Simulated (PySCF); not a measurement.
Si(H)4, SMILES [SiH4] (H₄Si) (PBE0/def2-SVP optimised geometry):

```
5

Si    -0.498    -0.352     0.000
H     -0.995     1.056     0.000
H     -0.995    -1.056    -1.219
H     -0.995    -1.056     1.219
H      0.995    -0.352     0.000
```

Calculation: PBE0/def2-TZVP (PySCF).

**Question.** What are the frontier orbital energies and the dipole moment?

**Answer.** HOMO-2 -9.84 eV, HOMO-1 -9.84 eV, HOMO -9.84 eV, LUMO 1.05 eV, LUMO+1 1.05 eV; dipole moment 0.00 D.

Meta-Löwdin charges at PBE0/def2-TZVP: Si1 0.31, H2 -0.08, H3 -0.08, H4 -0.08, H5 -0.08.
